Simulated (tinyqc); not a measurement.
RHF in the sto-6g basis, for H2F+, spin multiplicity 1, step by step. One step of it, computed by the program tinyqc.

Task: Orthogonalisation. S = U s U^T; symmetric (Loewdin) form X = U s^(-1/2) U^T, so that X^T S X = 1.

overlap S:
```
           1F 1s     1F 2s    1F 2px     1F 2py    1F 2pz     2H 1s      3H 1s
1F 1s   1.000000  0.232479  0.000000   0.000000  0.000000  0.021692   0.017857
1F 2s   0.232479  1.000000  0.000000   0.000000  0.000000  0.248282   0.213666
1F 2px  0.000000  0.000000  1.000000   0.000000  0.000000  0.000000   0.000000
1F 2py  0.000000  0.000000  0.000000   1.000000  0.000000  0.176858  -0.155107
1F 2pz  0.000000  0.000000  0.000000   0.000000  1.000000  0.126375   0.110890
2H 1s   0.021692  0.248282  0.000000   0.176858  0.126375  1.000000   0.093026
3H 1s   0.017857  0.213666  0.000000  -0.155107  0.110890  0.093026   1.000000
```

Give: eigenvalues of S; X.

Result:

eigenvalues of S: 0.6142  0.7177  0.9086  1.0000  1.0916  1.1916  1.4763

X:
```
          1F 1s    1F 2s  1F 2px   1F 2py   1F 2pz    2H 1s    3H 1s
1F 1s    1.0217  -0.1252  0.0000  -0.0005  -0.0024   0.0119   0.0102
1F 2s   -0.1252   1.0644  0.0000   0.0048   0.0217  -0.1309  -0.1088
1F 2px   0.0000   0.0000  1.0000   0.0000   0.0000   0.0000   0.0000
1F 2py  -0.0005   0.0048  0.0000   1.0236   0.0023  -0.0993   0.0866
1F 2pz  -0.0024   0.0217  0.0000   0.0023   1.0109  -0.0653  -0.0554
2H 1s    0.0119  -0.1309  0.0000  -0.0993  -0.0653   1.0465  -0.0353
3H 1s    0.0102  -0.1088  0.0000   0.0866  -0.0554  -0.0353   1.0346
```
